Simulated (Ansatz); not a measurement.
Ansatz results at the PBE0-D4/def2-TZVP geometry: HOMO energy (B3LYP/def2-TZVPP) -8.50 eV; zero-point energy (PBE0-D4/def2-TZVP) 98.8 kJ/mol; LUMO energy (ωB97M-V/def2-TZVPP) 2.08 eV.

Each molecule was computed in one conformer, which needn't be the lowest.

Q: Which molecule gave them?
A. `[SiH3][AlH][PH2]`
B. `COC(O)(F)F`
C. `OC(O)(Cl)Cl`
D. `CSCO`

A: C. The others give `CSCO`: -6.43, 213.6, 2.58; `[SiH3][AlH][PH2]`: -6.92, 126.4, -0.36; `COC(O)(F)F`: -8.89, 182.4, 2.56.

B3LYP here is the variant with VWN-RPA as its local correlation; programs differ in this.
